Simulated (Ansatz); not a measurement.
Isolated molecules relaxed with PBE0-D4/def2-TZVP in Ansatz; ΔE leaves out vibrations. CBS: MP2 limit from def2 TZ/QZ plus the TZ coupled-cluster correction, frozen cores. DFT in def2-TZVPP. B3LYP here is the variant with VWN-RPA as its local correlation; programs differ in this. One conformer a species, not always the lowest.

`CC1(Cl)CO1` → `C/C=C(\O)Cl`  (isomerisation)

```json
{"level": "PBE-D4", "ΔE (kJ/mol)": "-47.3", "difference from CCSD(T)/CBS": "3.4"}
{"level": "r2SCAN-D4", "ΔE (kJ/mol)": "-47.0", "difference from CCSD(T)/CBS": "3.7"}
{"level": "PBE0-D4", "ΔE (kJ/mol)": "-44.9", "difference from CCSD(T)/CBS": "5.8"}
{"level": "B3LYP-D4", "ΔE (kJ/mol)": "-57.4", "difference from CCSD(T)/CBS": "-6.7"}
{"level": "ωB97X-V", "ΔE (kJ/mol)": "-36.4", "difference from CCSD(T)/CBS": "14.3"}
{"level": "ωB97M-V", "ΔE (kJ/mol)": "-46.5", "difference from CCSD(T)/CBS": "4.2"}
{"level": "B2PLYP", "ΔE (kJ/mol)": "-53.3", "difference from CCSD(T)/CBS": "-2.6"}
{"level": "PBE", "ΔE (kJ/mol)": "-48.0", "difference from CCSD(T)/CBS": "2.7"}
{"level": "r2SCAN", "ΔE (kJ/mol)": "-47.0", "difference from CCSD(T)/CBS": "3.7"}
{"level": "PBE0", "ΔE (kJ/mol)": "-45.3", "difference from CCSD(T)/CBS": "5.4"}
{"level": "B3LYP", "ΔE (kJ/mol)": "-58.5", "difference from CCSD(T)/CBS": "-7.8"}
{"level": "HF/def2-TZVPP", "ΔE (kJ/mol)": "-54.8", "difference from CCSD(T)/CBS": "-4.1"}
{"level": "MP2/def2-TZVPP", "ΔE (kJ/mol)": "-43.6", "difference from CCSD(T)/CBS": "7.1"}
{"level": "SCS-MP2/def2-TZVPP", "ΔE (kJ/mol)": "-44.0", "difference from CCSD(T)/CBS": "6.7"}
{"level": "CCSD/def2-TZVPP", "ΔE (kJ/mol)": "-47.6", "difference from CCSD(T)/CBS": "3.1"}
{"level": "CCSD(T)/def2-TZVPP", "ΔE (kJ/mol)": "-47.7", "difference from CCSD(T)/CBS": "3.0"}
{"level": "HF/def2-QZVPP", "ΔE (kJ/mol)": "-55.0", "difference from CCSD(T)/CBS": "-4.3"}
{"level": "MP2/def2-QZVPP", "ΔE (kJ/mol)": "-45.4", "difference from CCSD(T)/CBS": "5.3"}
{"level": "SCS-MP2/def2-QZVPP", "ΔE (kJ/mol)": "-45.9", "difference from CCSD(T)/CBS": "4.8"}
{"level": "HF/CBS(def2)", "ΔE (kJ/mol)": "-55.0", "difference from CCSD(T)/CBS": "-4.3"}
{"level": "MP2/CBS(def2)", "ΔE (kJ/mol)": "-46.6", "difference from CCSD(T)/CBS": "4.1"}
{"level": "CCSD/CBS(def2)", "ΔE (kJ/mol)": "-50.5", "difference from CCSD(T)/CBS": "0.2"}
{"level": "CCSD(T)/CBS", "ΔE (kJ/mol)": "-50.7", "difference from CCSD(T)/CBS": "0"}
```

Largest T1 diagnostic among the species: 0.011.

In def2-TZVPP, CCSD(T) changes the Hartree–Fock value by +7.1 kJ/mol (the triples alone add −0.2 kJ/mol) and MP2 by +11.2 kJ/mol.

CCSD(T)/CBS has its own doubt, a few kJ/mol and more with outer-core shells, so smaller differences from it don't rank the levels.
